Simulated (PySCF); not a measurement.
Molecule: isoprene, C5H8.

Bonds (- single, = double, # triple, : aromatic): C1=C2, C2-C3, C3=C4, C3-C5. C1 carries H6, H7; C2 carries H8; C4 carries H9, H10; C5 carries H11, H12, H13. H9 is cis to C2; H6 is cis to C3; H10 is trans to C2; H7 is trans to C3.

Frames of a GFN2-xTB Langevin trajectory at 300 K; GIAO PBE0/pcSseg-1 shieldings in PySCF 2.14, gas phase, non-relativistic; equivalent atoms averaged within each frame.

Shifts are taken against calculated references (same method and geometry level): ¹³C (186.93 ppm) and ¹H (31.72 ppm) against TMS. The references are static minima.

Q: How do the shifts (ppm) fluctuate along the trajectory?

A: 
```tsv
time (fs)	C3	C2	C4	C1	C5	H8	H10	H9	H6	H7
optimised geometry	150.4	147.8	125.1	120.0	20.6	6.72	5.39	5.29	5.39	5.41
250	162.9	154.9	136.7	117.4	16.5	7.00	5.74	5.63	4.89	4.75
425	152.3	150.3	128.8	113.4	21.1	6.85	5.73	6.39	5.32	4.90
625	150.2	149.2	131.9	114.9	17.9	6.67	5.37	5.99	5.19	5.09
800	144.5	151.2	115.0	123.2	23.1	6.89	5.31	4.65	5.89	4.82
1000	147.4	149.4	124.6	118.8	16.6	6.71	4.17	4.89	5.95	4.81
mean of frames	151.5	151.0	127.4	117.5	19.0	6.82	5.26	5.51	5.45	4.88
standard deviation	7.0	2.3	8.2	3.8	3.0	0.14	0.64	0.73	0.46	0.13
```

5 frames give an uncertainty of the mean of about the standard deviation over 2.2 at best, since frames this close in time may not be independent; classical motion lacks zero-point vibration, and the reference would need the same averaging.
